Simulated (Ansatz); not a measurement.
# CHN+ (quartet): from Hartree-Fock to the top rungs, def2-QZVPP

The task here is to estimate one member of a computed series from the others.

Method: def2-QZVPP, core rule «outside noble gas», up to 2 orbitals frozen; program: Ansatz 0.2.0, Gaussian basis.

Plan: UHF; ROHF; CCSD(T) on UHF.

2 further runs of the same task are left out: 1 that didn't finish, 1 set aside as unsound or not needed. Runs told in other sessions of the task aren't counted.

**What is computed**

The geometry is a PBE0/def2-TZVP stationary point (not a proven minimum) of the parent state, kept for this charge and spin.

3 atoms, charge 1, spin multiplicity 4.

Atoms are counted from 1 here; the program's logs count them from 0.

Bond lengths: N1–C2 1.249 Å, N1–H3 1.037 Å. Angles: C2–N1–H3 113.1°.

Set-up of the first run:

File in.yaml:

```yaml
crystal:
  periodic: [false, false, false]
  atoms:
    - {symbol: N, position_ang: [0.000000, -0.123686, 0.526574]}
    - {symbol: C, position_ang: [0.000000, 0.081265, -0.705120]}
    - {symbol: H, position_ang: [0.000000, 0.750434, 1.084807]}
basis:
  gaussian: {orbitals: "def2-QZVPP.json"}
total_charge: 1
magnetization: {spin_polarized: true, initial_magnetization: 3}
hamiltonian: {xc: hf}
output: {orbitals: {seedname: orbitals}}
```

The run is started by

```
$ ansatz run in.yaml --threads 1 --pin off --events-out ev --progress --plain --max-ram 2393MiB
```

Steps of the session up to this table: UHF; ROHF; CCSD(T) on UHF.

One of the session's tables, all rows but one given; the rest of the session is left out.

```
  method  from UCCSD(T) (meV)
    ROHF              +7691.7
     UHF                    ?
    UMP2               +940.5
   UCCSD               +304.4
UCCSD(T)                    0
```

Estimate the missing values for UHF.

As computed: from UCCSD(T) (meV): +7442.9. In the column «from UCCSD(T) (meV)» it lies between UMP2 (+940.5) and ROHF (+7691.7).
